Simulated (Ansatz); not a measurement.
A run on `B[CH2][AlH2]` with other settings.

```yaml
crystal:
  periodic: [false, false, false]
  atoms:
    - {symbol: B, position_ang: [-0.502185, 0.623275, -1.216373]}
    - {symbol: C, position_ang: [0.692421, 0.269976, -0.407100]}
    - {symbol: Al, position_ang: [-0.042660, -0.649491, 1.157604]}
    - {symbol: H, position_ang: [-1.019418, -0.104186, -1.945944]}
    - {symbol: H, position_ang: [-0.999216, 1.686284, -0.899387]}
    - {symbol: H, position_ang: [1.330514, 0.925732, 0.048353]}
    - {symbol: H, position_ang: [1.339324, -0.669953, -0.759823]}
    - {symbol: H, position_ang: [-0.357141, -2.226949, 1.188353]}
    - {symbol: H, position_ang: [-0.323646, 0.141678, 2.565406]}
basis:
  gaussian: {orbitals: cc-pVTZ}
hamiltonian: {xc: {name: wB97X}}
```

```sh
$ ansatz run in.yaml --threads 2 --pin off --events-out ev --progress --plain --max-ram 4352MiB
```

Shortened log:

```
Functional definition: wB97X
1009 factors; their error is unknown
267 factors; integrals over basis functions are off by at most 1.5e-5 eV
mean field evaluation 1: about -8403.8421 eV, gradient 3.7e1 eV
mean field evaluation 2: about -8405.2963 eV, gradient 2.8e1 eV
mean field evaluation 4: about -8407.1551 eV, gradient 5.8e-1 eV
mean field evaluation 8: about -8407.1554 eV, gradient 2.9e-1 eV
mean field evaluation 16: about -8407.1555 eV, gradient 3.4e-5 eV
mean field -8407.15548855 eV, -308.9572656297 hartree, gradient 3.4e-5 eV, S^2 0.000000; 0 other end points of the search recorded, 0 dependent functions left out
reference -8407.15544865 eV, -308.9572641632 hartree; 15, 15 occupied and 163, 163 virtual orbitals, 1009 factors
Total energy: -8407.15544865 eV, -308.9572641632 hartree
```

It took 5.5 s on 2 threads of an Arm Neoverse V2 on a shared host, with 0.42 GiB of host memory at the peak.
